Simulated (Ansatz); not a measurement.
Worked example: correlation energy of [H···H···Br], doublet

Geometry: a point of a hydrogen-transfer path between rigid fragments, not a stationary point.

```json
{"atom": "H", "x (Å)": "0.0000", "y (Å)": "0.0000", "z (Å)": "-1.2080"}
{"atom": "H", "x (Å)": "0.0000", "y (Å)": "0.0000", "z (Å)": "-0.4630"}
{"atom": "Br", "x (Å)": "0.0000", "y (Å)": "0.0000", "z (Å)": "1.6710"}
```

Basis cc-pVTZ; Ansatz 0.2.0. Correlated methods freeze the noble-gas cores and the filled d shells of p-block atoms, which leaves 9 electrons in 57 orbitals. Prefix R: restricted or restricted open-shell reference; prefix U: unrestricted. No spin–orbit coupling is included, and no scalar relativity.

Full CI isn't at hand for all of this; UCCSDT(Q) serves as the reference, and is uncertain by about the last step of the cluster series.

Runs differ by some tens of microhartree through their thresholds and, for an open shell, their frozen cores, so steps under 0.03 kcal/mol mean nothing.

| level | total energy (hartree) |
| --- | --- |
| UHF | -2573.566751 |
| UMP2 | -2573.737452 |
| UCCSD | -2573.764340 |
| UCCSD(T) | -2573.769462 |
| UCCSDT | -2573.770069 |
| UCCSDT(Q) | -2573.770202 |

Q: What is the correlation energy at UCCSDT(Q), and what share of it do UMP2 and UCCSD recover?

A: E(corr) = -2573.770202 − (-2573.566751) = -0.203451 hartree = -5.536 eV. UMP2: -0.170701 / -0.203451 = 83.90 %. UCCSD: -0.197589 / -0.203451 = 97.12 %.

Q: By how many kcal/mol does UCCSD(T) miss UCCSDT(Q) (1 hartree = 627.509 kcal/mol), and which steps make up the rest?

A: -2573.769462 − (-2573.770202) = 0.000740 hartree = 0.46 kcal/mol. Steps: UCCSDT − UCCSD(T) = -0.38, UCCSDT(Q) − UCCSDT = -0.08 kcal/mol. That is within 1 kcal/mol of the reference in this basis, which itself misses far more of the correlation at the basis-set limit.
